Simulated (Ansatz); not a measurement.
System: hcp Y. Method: r²SCAN in Ansatz (plane waves, PAW).

A relaxed, unreconstructed slab of the (11-20) face has 16 atoms, two equal faces of 36.491 Å² each and an energy of -61750.3875 eV. A bulk cell of 4 atoms with the same orientation and in-plane k mesh has -15438.8316 eV. Energies are extrapolated to zero smearing.

Settings: plane-wave cutoff 500 eV, 10×10×1 k mesh (along the axes of the cell as run), Fermi–Dirac smearing 0.1 eV, scalar-relativistic PAW data made under PBE.

Worked out: γ = (E_slab − N E_bulk per atom)/2A = [-61750.3875 − 16 × (-15438.8316/4)]/(2 × 36.491) = 0.0677 eV/Å². With 16.022 J/m² per eV/Å² this is 1.08 J/m², or 2.47 eV per surface cell and face.

Ansatz is a first-principles code.
